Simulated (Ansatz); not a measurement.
The parent structure is InAs in the zinc blende structure (space group F-43m, No. 216; a = 6.0869 Å).

Calculations: DFT with PBEsol, PAW potentials and a 420 eV plane-wave cutoff in Ansatz (a program for electronic structure), no spin-orbit coupling.

It is then changed as follows: Sb takes the place of As on all its sites, then cell and atoms are relaxed.

Measured lattice parameter a: InAs 6.047 Å (static lattice; corrected from measurement; as listed in Daniel Mejia-Rodriguez, S. B. Trickey, Phys. Rev. B (2018)); InSb 6.468 Å (static lattice; corrected from measurement; as listed in Daniel Mejia-Rodriguez, S. B. Trickey, Phys. Rev. B (2018)).

### Question
How well does PBEsol reproduce the measured shift?

### Answer
With PBEsol the lattice parameter a moves by +0.432 Å (6.087 → 6.519) against +0.421 Å measured.

Whether these cells are dynamically stable was not tested. The final runs are not spin-polarised.
